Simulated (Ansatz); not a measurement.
**Active spaces for C3H5N, triplet**

Computed with Ansatz's Gaussian-basis code (development build). Basis cc-pVTZ, nonrelativistic, 4 orbitals frozen in the corrections. State-specific CASSCF; RHF is the lowest restricted (open-shell) Hartree–Fock solution met. No symmetry is imposed, so a solution can break that of the shape. No proof that the lowest CASSCF solution was found.

Geometry:

```xyz
9

C     0.0000   -1.6895   -0.6394
C     0.0000   -0.3484   -0.6393
C     0.0000    0.4286    0.5965
N     0.0000    1.7156    0.5553
H     0.0000   -2.2538    0.2893
H     0.0000   -2.2643   -1.5585
H     0.0000    0.2243   -1.5635
H     0.0000   -0.1535    1.5291
H     0.0000    2.0936    1.5093
```

(1) What do CASSCF and its corrections give against RHF in CAS(4,4), and what are the occupations?

(2) Roughly how much CPU time does a whole run from the default start take (median of such runs, summed over threads; nearly all runs on one pinned thread of a shared server, mostly Xeon at 2.3 to 2.6 GHz, by a development driver)?

## Answers

(1) CASSCF -1.179 eV, SC-NEVPT2 -18.206 eV; occupations 1.87, 1.06, 0.94, 0.13.

(2) CAS(4,4): about 3.7 min. Other jobs ran beside these, and the count of passes differs.
